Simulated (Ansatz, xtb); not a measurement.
**Two isomers of C4H10O2**

We compare X, `C[C@H](O)[C@@H](C)O`, a singlet, with Y, `C[C@H](O)CCO`, a singlet. Both are isolated molecules in the gas phase, relaxed with B3LYP/def2-SVP; each stands in its lowest conformer found.

Energies in hartree; the thermal terms are from GFN2-xTB frequencies at re-optimised GFN2-xTB minima (ideal gas, soft modes damped towards free rotors, one conformer each, 298.15 K, 1 atm) and include the zero-point energy:

```
                              X           Y
E, CCSD(T)/def2-SVP  −307.823678  −307.819606
    E, MP2/def2-SVP  −307.733683  −307.729354
  E, MP2/def2-TZVPP  −308.325653  −308.320752
  zero-point energy     0.137606     0.138349
       H(298 K) − E     0.146391     0.146764
       G(298 K) − E     0.106470     0.107360
```

Question: Correct the CCSD(T) difference for the basis set by the MP2 change, then work out ΔE, ΔE₀, ΔH and ΔG for X → Y in kcal/mol (1 Eh = 627.51 kcal/mol) and the equilibrium ratio [Y]/[X].

Answer: 1. Differences Y − X: CCSD(T) +0.004072, MP2 in the small set +0.004329, MP2 in the large set +0.004901 Eh.
2. ΔE = +0.004072 + (+0.004901 − (+0.004329)) = +0.004644 Eh = +2.91 kcal/mol.
3. ΔE₀ = ΔE + ΔZPE = +0.004644 + (+0.000743) Eh = +3.38 kcal/mol.
4. ΔH = ΔE + (+0.000373) Eh = +3.15 kcal/mol.
5. ΔG = ΔE + (+0.000890) Eh = +3.47 kcal/mol, so ΔS = (ΔH − ΔG)/T = −4.6 J/(mol K).
6. kT = 0.9442 mEh, so K = [Y]/[X] = exp(−ΔG/kT) = exp(−5.86) ≈ 0.0028.

Structure X is favoured at this temperature. An error of 1 kcal/mol in ΔG would change K by a factor of 5.4. HF/STO-3G found them nearly level. Mirror images and further conformers aren't counted.

As drawn, both hold the same kinds of bond in the same numbers. Structure X has 2 methyl groups, Y 1.

Other levels gave ΔE = +0.6 (GFN2-xTB); 0.0 (HF/STO-3G, GFN2-xTB geometries); +2.5 (r2SCAN-D4/def2-SVP, GFN2-xTB geometries); +1.3 (B3LYP/def2-SVP); +2.3 (HF/def2-SVP); +2.7 (MP2/def2-SVP); +2.6 (CCSD(T)/def2-SVP) kcal/mol. The correlated steps freeze 6 core orbitals. Programs: Ansatz 0.2.0, xtb 6.7.1.
